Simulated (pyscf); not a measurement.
Thermochemistry of product channels of `[BH]=[NH]` + `[CH2]=[CH2]` on the singlet surface, in eV, from CCSD(T)/def2-TZVPP + ΔMP2(QZVPP) energies (ideal gas, 1 atm, RRHO with modes under 100 cm⁻¹ raised to 100, one conformer, R ln 2 for chiral ones without a mode under 150 cm⁻¹). PySCF, gas phase, ωB97X-D3(BJ)/def2-SVP geometries. Correlated levels are frozen-core, on RHF or UHF. ΔMP2 is the change of the MP2 total energy from the triple- to the quadruple-zeta basis.

```tsv
products	ΔE	ΔH(298 K)	ΔG(298 K)	ΔG(900 K)
`[BH]1[CH2][CH2][NH]1`	-0.99	-0.86	-0.38	?
`[CH3][CH2][B]=[NH]`	?	-1.36	-0.95	-0.13
```

Task: Complete the blanks.

Result: 
- `[BH]1[CH2][CH2][NH]1`, ΔG(900 K): +0.62
- `[CH3][CH2][B]=[NH]`, ΔE: -1.51

The channel to cyclic C₂H₆BN (SMILES B1CCN1) turns unfavourable between 298 and 1200 K (ΔG from -0.38 eV to +1.11 eV). The channel to H₃C–CH₂–B=NH turns unfavourable between 298 and 1200 K (ΔG from -0.95 eV to +0.27 eV).

These are energies of the channels, which say nothing of barriers. cyclic C₂H₆BN (SMILES B1CCN1) lies 0.58 eV over its isomer H₂C=CH–BH–NH₂ (electronic energy, ωB97M-D3(BJ)/def2-TZVP). The CCSD(T) − MP2 part came from Ansatz, without density fitting, on the same reference.
